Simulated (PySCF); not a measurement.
C₂H₅OH, optimised at GFN2-xTB:

```xyz
9

C     -0.8848     0.2779     0.0757
C      0.4151    -0.4419    -0.2679
O      1.5588     0.2798     0.1258
H     -1.7336    -0.2858    -0.3012
H     -0.8924     1.2686    -0.3724
H     -0.9891     0.3835     1.1548
H      0.4190    -1.4421     0.1912
H      0.5081    -0.5601    -1.3499
H      1.4953     0.4668     1.0692
```

Method: PySCF energies (xtb for GFN2) plus ideal-gas RRHO corrections (1 bar). 6-31G* has spherical d functions here. All species are closed-shell singlets. B3LYP is the form with VWN-RPA correlation.

### Question
List the harmonic frequencies (cm⁻¹, unscaled) at this level and at the other levels, each on its own geometry.

### Answer
- GFN2-xTB: 226, 341, 421, 832, 932, 1046, 1090, 1130, 1236, 1315, 1350, 1405, 1483, 1490, 1497, 2866, 2983, 3019, 3044, 3049, 3542
- B3LYP/6-31G*: 271, 319, 420, 813, 897, 1072, 1091, 1151, 1298, 1396, 1428, 1446, 1521, 1524, 1549, 2993, 3040, 3090, 3110, 3128, 3732
- HF/6-31G*: 279, 325, 452, 868, 966, 1150, 1196, 1246, 1401, 1509, 1547, 1579, 1634, 1641, 1674, 3183, 3195, 3247, 3274, 3284, 4089
- PBE/def2-SVP: 272, 312, 415, 781, 875, 1033, 1067, 1110, 1232, 1324, 1340, 1369, 1411, 1418, 1446, 2889, 2961, 3006, 3047, 3068, 3695
- PBE0/def2-TZVP: 266, 287, 425, 804, 900, 1066, 1101, 1147, 1280, 1372, 1395, 1421, 1480, 1486, 1512, 3004, 3041, 3090, 3116, 3132, 3859
